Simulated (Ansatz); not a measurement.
in.yaml

```yaml
crystal:
  periodic: [false, false, false]
  atoms:
    - {symbol: C, position_ang: [0.002307, 0.140825, -0.648991]}
    - {symbol: Ge, position_ang: [0.001503, 0.394820, 1.105282]}
    - {symbol: Si, position_ang: [0.049472, 0.408983, -2.381473]}
    - {symbol: H, position_ang: [-0.053281, -0.944628, 1.925183]}
basis:
  gaussian: {orbitals: cc-pVDZ}
magnetization: {spin_polarized: false, initial_magnetization: 1}
correlation: {method: fic_mrcisd_q, electrons: outside_noble_gas, active_space: {window: {electrons: 9, orbitals: 9}}}
```

```sh
$ ansatz run in.yaml --threads 1 --pin off --events-out ev --progress --plain --max-ram 2393MiB
```

Output:

```
689 factors; integrals over basis functions are off by at most 1.2e-3 eV
mean field evaluation 1: about -65373.9288 eV, gradient 3.0e1 eV
mean field evaluation 2: about -65373.9563 eV, gradient 3.0e1 eV
mean field evaluation 4: about -65376.9417 eV, gradient 3.2e0 eV
mean field evaluation 8: about -65377.0392 eV, gradient 6.9e-1 eV
mean field evaluation 16: about -65377.1292 eV, gradient 8.4e-2 eV
mean field evaluation 32: about -65377.0362 eV, gradient 1.2e0 eV
mean field evaluation 64: about -65377.1119 eV, gradient 1.0e0 eV
mean field -65377.12941012 eV, -2402.5651916121 hartree, gradient 2.2e-6 eV, S^2 0.750000; 10 other end points of the search recorded, 0 dependent functions left out
reference -65377.12941012 eV, -2402.5651916121 hartree; 27, 26 occupied and 37, 38 virtual orbitals, 689 factors
state -65379.99046497 eV, -2402.6703334384 hartree
contracted CI cycle   1: correlation 0.00000000 eV, 0.0000000000 hartree, residual 1.72e1 eV
contracted CI cycle   2: correlation -5.11638534 eV, -0.1880236931 hartree, residual 3.79e0 eV
contracted CI cycle   3: correlation -5.40359822 eV, -0.1985785717 hartree, residual 1.13e0 eV
contracted CI cycle   4: correlation -5.42981474 eV, -0.1995420113 hartree, residual 4.15e-1 eV
contracted CI cycle   5: correlation -5.43301260 eV, -0.1996595304 hartree, residual 1.55e-1 eV
contracted CI cycle   6: correlation -5.43344163 eV, -0.1996752970 hartree, residual 5.35e-2 eV
contracted CI cycle   7: correlation -5.43349334 eV, -0.1996771972 hartree, residual 1.82e-2 eV
contracted CI cycle   8: correlation -5.43349964 eV, -0.1996774290 hartree, residual 6.56e-3 eV
contracted CI cycle   9: correlation -5.43350049 eV, -0.1996774601 hartree, residual 2.64e-3 eV
contracted CI cycle  10: correlation -5.43350063 eV, -0.1996774652 hartree, residual 1.09e-3 eV
state -65379.99046497 eV, -2402.6703334384 hartree; corrected -65386.13572489 eV, -2402.8961675750 hartree
state -65379.83811931 eV, -2402.6647348388 hartree
contracted CI cycle   1: correlation 0.00000000 eV, 0.0000000000 hartree, residual 1.81e1 eV
contracted CI cycle   2: correlation -5.42814803 eV, -0.1994807607 hartree, residual 3.61e0 eV
contracted CI cycle   3: correlation -5.66976830 eV, -0.2083601418 hartree, residual 9.36e-1 eV
contracted CI cycle   4: correlation -5.68564946 eV, -0.2089437639 hartree, residual 2.95e-1 eV
contracted CI cycle   5: correlation -5.68721127 eV, -0.2090011591 hartree, residual 1.01e-1 eV
contracted CI cycle   6: correlation -5.68739426 eV, -0.2090078839 hartree, residual 3.35e-2 eV
contracted CI cycle   7: correlation -5.68741394 eV, -0.2090086073 hartree, residual 1.03e-2 eV
contracted CI cycle   8: correlation -5.68741589 eV, -0.2090086789 hartree, residual 3.38e-3 eV
contracted CI cycle   9: correlation -5.68741609 eV, -0.2090086864 hartree, residual 1.17e-3 eV
state -65379.83811931 eV, -2402.6647348388 hartree; corrected -65386.20364406 eV, -2402.8986635584 hartree
state -65379.83811931 eV, -2402.6647348388 hartree; corrected -65386.20364406 eV, -2402.8986635584 hartree
the orbitals are reached from a further start. From the first start the search ends at -65379.99038928 eV, -2402.6703306569 hartree
WARN: the results are in doubt because another end's mean lies 0.152 eV lower, and its corrected mean 0.068 eV higher
Total energy: -65386.20364406 eV, -2402.8986635584 hartree
In doubt: another end's mean lies 0.152 eV lower, and its corrected mean 0.068 eV higher
```

Ran on 1 thread of Intel Xeon, shared host: 82 s wall, 0.5 GiB peak host memory.
